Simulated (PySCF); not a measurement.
Numbering as in the mapped SMILES `[CH3:1][CH2:2][O:3][CH:4]([CH3:5])[CH3:6]`. Each H is labelled by its parent atom.

GIAO PBE0/pcSseg-1 shifts (PySCF 2.14.0 with density-fitted response routines, gas phase, non-relativistic, equivalent atoms averaged), each against references optimised in the same way as the molecule (TMS, H2O).

On the GFN2-xTB geometry: C4 76.7, C2 68.3, C5/C6 24.1, C1 18.5, O3 79.8, H(C2) 3.59, H(C4) 3.57, H(C1) 1.28, H(C5)/H(C6) 1.18 ppm.

Problem. What changes on the PBE0-D3(BJ)/def2-SVP geometry?

Solution. 
| atoms | δ (ppm) | change |
| --- | --- | --- |
| C4 | 72.7 | -4.0 |
| C2 | 65.2 | -3.1 |
| C5/C6 | 22.6 | -1.5 |
| C1 | 17.8 | -0.7 |
| O3 | 75.8 | -4.0 |
| H(C2) | 3.27 | -0.32 |
| H(C4) | 3.18 | -0.39 |
| H(C1) | 1.22 | -0.06 |
| H(C5)/H(C6) | 1.10 | -0.08 |

Bonds between heavy atoms that differ most (equivalent bonds averaged): C1–C2 1.521 → 1.510 Å, C2–O3 1.409 → 1.399 Å, C4–C5 1.529 → 1.519 Å, O3–C4 1.415 → 1.410 Å. Mean change of bonds to hydrogen: C–H +0.012 Å. The two structures also differ in conformation, which adds to the changes.
